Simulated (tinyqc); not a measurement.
Inside a calculation. Method: LCCD on RHF in the sto-3g basis, frozen core, for HF, spin multiplicity 1. One step of it, computed by the program tinyqc.

Question. Integrals over molecular orbitals. (pq|rs) = sum C_ip C_jq C_kr C_ls (ij|kl), one index at a time.

coefficients C:
```
              MO1        MO2        MO3        MO4       MO5        MO6
1F 1s    0.994542  -0.244657   0.094090   0.000000  0.000000   0.097442
1F 2s    0.024012   0.902813  -0.500123   0.000000  0.000000  -0.706635
1F 2px   0.000000   0.000000   0.000000   0.905242  0.424897   0.000000
1F 2py   0.000000   0.000000   0.000000  -0.424897  0.905242   0.000000
1F 2pz   0.003932   0.129351   0.717584   0.000000  0.000000  -0.850693
2H 1s   -0.007282   0.179029   0.479729   0.000000  0.000000   1.215152
```

core Hamiltonian H = T + V (hartree), lower triangle:
```
             1F 1s       1F 2s     1F 2px     1F 2py     1F 2pz      2H 1s
1F 1s   -40.678308
1F 2s    -9.545146  -11.145465
1F 2px    0.000000    0.000000  -8.790955
1F 2py    0.000000    0.000000   0.000000  -8.790955
1F 2pz   -0.019298   -0.221416   0.000000   0.000000  -8.946150
2H 1s    -2.568220   -4.927446   0.000000   0.000000  -3.011363  -5.965920
```

Two-electron integrals (ij|kl) in chemists' order, unique and non-zero (hartree):
```
(11|11) 5.403501   (21|11) 0.841920   (21|21) 0.156299   (22|11) 1.268028
(22|21) 0.292344   (22|22) 0.926167   (31|31) 0.027998   (32|31) 0.043169
(32|32) 0.204588   (33|11) 1.264502   (33|21) 0.292403   (33|22) 0.925959
(33|33) 0.997514   (41|41) 0.027998   (42|41) 0.043169   (42|42) 0.204588
(43|43) 0.053770   (44|11) 1.264502   (44|21) 0.292403   (44|22) 0.925959
(44|33) 0.889973   (44|44) 0.997514   (51|51) 0.027998   (52|51) 0.043169
(52|52) 0.204588   (53|53) 0.053770   (54|54) 0.053770   (55|11) 1.264502
(55|21) 0.292403   (55|22) 0.925959   (55|33) 0.889973   (55|44) 0.889973
(55|55) 0.997514   (61|11) 0.229316   (61|21) 0.042143   (61|22) 0.078100
(61|33) 0.077990   (61|44) 0.077990   (61|51) 0.001663   (61|52) 0.003098
(61|55) 0.078328   (61|61) 0.011474   (62|11) 0.511613   (62|21) 0.119241
(62|22) 0.413601   (62|33) 0.408089   (62|44) 0.408089   (62|51) 0.007903
(62|52) 0.058558   (62|55) 0.424247   (62|61) 0.032469   (62|62) 0.216377
(63|31) 0.013298   (63|32) 0.075672   (63|53) 0.012665   (63|63) 0.034242
(64|41) 0.013298   (64|42) 0.075672   (64|54) 0.012665   (64|64) 0.034242
(65|11) 0.316188   (65|21) 0.074740   (65|22) 0.277869   (65|33) 0.265489
(65|44) 0.265489   (65|51) 0.017760   (65|52) 0.114107   (65|55) 0.302326
(65|61) 0.021319   (65|62) 0.178131   (65|65) 0.180296   (66|11) 0.609848
(66|21) 0.144428   (66|22) 0.570911   (66|33) 0.550825   (66|44) 0.550825
(66|51) 0.013694   (66|52) 0.136120   (66|55) 0.610427   (66|61) 0.039683
(66|62) 0.359051   (66|65) 0.343541   (66|66) 0.774606
```

Give: one-electron integrals over orbitals h = C^T H C; Two-electron integrals over orbitals.

Answer.

one-electron integrals over orbitals h = C^T H C (hartree), lower triangle:
```
         1       2       3       4       5       6
1  -40.659
2    0.691  -9.201
3   -0.256   0.513  -8.014
4    0.000   0.000   0.000  -8.791
5    0.000   0.000   0.000   0.000  -8.791
6   -0.267   1.384   1.644   0.000   0.000  -6.104
```

Two-electron integrals over orbitals (pq|rs), unique and non-zero (hartree); the lowest 1 orbital is frozen and left out:
```
(22|22) 0.862    (32|22) 0.008    (32|32) 0.157    (33|22) 0.776
(33|32) -0.070   (33|33) 0.828    (42|42) 0.175    (43|42) -0.049
(43|43) 0.057    (44|22) 0.871    (44|32) -0.074   (44|33) 0.794
(44|44) 0.998    (52|52) 0.175    (53|52) -0.049   (53|53) 0.057
(54|54) 0.054    (55|22) 0.871    (55|32) -0.074   (55|33) 0.794
(55|44) 0.890    (55|55) 0.998    (62|22) -0.146   (62|32) -0.027
(62|33) -0.055   (62|44) -0.147   (62|55) -0.147   (62|62) 0.103
(63|22) -0.127   (63|32) 0.089    (63|33) -0.138   (63|44) -0.168
(63|55) -0.168   (63|62) 0.063    (63|63) 0.144    (64|42) -0.049
(64|43) -0.009   (64|64) 0.033    (65|52) -0.049   (65|53) -0.009
(65|65) 0.033    (66|22) 0.704    (66|32) 0.081    (66|33) 0.667
(66|44) 0.660    (66|55) 0.660    (66|62) -0.071   (66|63) -0.009
(66|66) 0.721
```
